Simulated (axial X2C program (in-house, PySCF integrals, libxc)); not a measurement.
Potential curves of NaS⁻, scalar-relativistic

Calculated with an in-house all-electron X2C program for linear molecules (integrals from PySCF). Spin-free means the one-electron spin-free X2C Hamiltonian. Basis: S dyall-av3z [9s8p3d2f], Na dyall-av3z [10s9p5d2f] (cores contracted in-house); Gaussian nuclei, density fitting, unrestricted open shells. Masses: S 31.972 u, Na 22.990 u.

State: M_S = 0, Λ = 0 (closed shell). Energies in eV from the fragments at the same level (S- + Na). Fits are polynomials in 1 − R0/R over 0.85 to 1.23 times the lowest point R0.

```json
{"R (Å)": "2.0976", "MP2": "-1.0560", "PW91": "-1.2561", "PBE0": "-0.9803", "CCSD": ""}
{"R (Å)": "2.1940", "MP2": "-1.3601", "PW91": "-1.5243", "PBE0": "-1.2416", "CCSD": "-1.0524"}
{"R (Å)": "2.2663", "MP2": "-1.5006", "PW91": "-1.6440", "PBE0": "-1.3540", "CCSD": "-1.1847"}
{"R (Å)": "2.3387", "MP2": "-1.5839", "PW91": "-1.7100", "PBE0": "-1.4115", "CCSD": "-1.2598"}
{"R (Å)": "2.4110", "MP2": "-1.6226", "PW91": "-1.7345", "PBE0": "-1.4266", "CCSD": "-1.2904"}
{"R (Å)": "2.4954", "MP2": "-1.6249", "PW91": "-1.7237", "PBE0": "-1.4041", "CCSD": "-1.2843"}
{"R (Å)": "2.5798", "MP2": "-1.5930", "PW91": "-1.6811", "PBE0": "-1.3493", "CCSD": "-1.2459"}
{"R (Å)": "2.6883", "MP2": "-1.5165", "PW91": "-1.5950", "PBE0": "-1.2474", "CCSD": "-1.1658"}
{"R (Å)": "2.8209", "MP2": "-1.3875", "PW91": "-1.4596", "PBE0": "-1.0934", "CCSD": ""}
{"R (Å)": "3.0137", "MP2": "-1.1606", "PW91": "-1.2374", "PBE0": "-0.8458", "CCSD": ""}
```

Correlated methods: 8 electrons correlated (number of frozen shells: S 2 s, 1 p; Na 2 s, 1 p), 236 virtual spin orbitals or spinors in MP2, 88 natural virtuals in coupled cluster.

One determinant describes the state; a PBE0 search over occupations chose it and may have missed a lower one. Closed shells are restricted here (equal orbitals for both partners); the stretched side of such a curve lies too high. De is counted from the lowest determinant-based energies of the atoms at the same level, without counterpoise correction. CCSD ran in a truncated set of natural virtual spinors with an MP2 remainder; without triples it tends to underbind. Other states lie close and PBE0, whose exact exchange favours high spin, may order them wrongly; the determinant shown need not be the ground state. The nearest other spin-free determinant of the search, M_S = 1, Λ = 1, lies 0.33 eV up at the distance of the search. The highest occupied level of some functionals is positive through self-interaction error; at Hartree–Fock it is bound. The T1 diagnostic is large, a sign of multireference character. Coupled cluster ran on the points near the minimum only. MP2 and coupled cluster on one determinant become unreliable at the stretched end.

Question: What are Re, ωe and De at the MP2 level?

Answer: At MP2, spin-free: Re = 2.457 Å, ωe ≈ 335 cm⁻¹, De = 1.63 eV to S- + Na; Be follows as 0.209 cm⁻¹.

Question: What are Re, ωe and De at the PW91 level?

Answer: At PW91, spin-free: Re = 2.428 Å, ωe ≈ 340 cm⁻¹, De = 1.74 eV to S- + Na; Be follows as 0.214 cm⁻¹.

Question: Fit the PBE0 curve near its minimum: give the equilibrium distance, the harmonic wavenumber and the well depth.

Answer: At PBE0, spin-free: Re = 2.405 Å, ωe ≈ 358 cm⁻¹, De = 1.43 eV to S- + Na; Be follows as 0.218 cm⁻¹.

Question: What are Re, ωe and De at the CCSD level?

Answer: At CCSD, spin-free: Re = 2.439 Å, ωe ≈ 341 cm⁻¹, De = 1.29 eV to S- + Na; Be follows as 0.212 cm⁻¹.
